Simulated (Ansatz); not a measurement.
Species: BCl3, SMILES `ClB(Cl)Cl` (charge 0, multiplicity 1).

Task: Give a relaxed geometry from PBE0-D3(BJ)/def2-TZVP run with Ansatz (an electronic-structure program).

Result: the end point of this relaxation (outside a Z-matrix the atoms follow the SMILES, hydrogens last).
Cartesian coordinates (Å) in one orientation:
```xyz
4

Cl    -0.877    -1.499    -0.001
B      0.000     0.000     0.000
Cl    -0.860     1.509    -0.001
Cl     1.737    -0.010     0.001
```
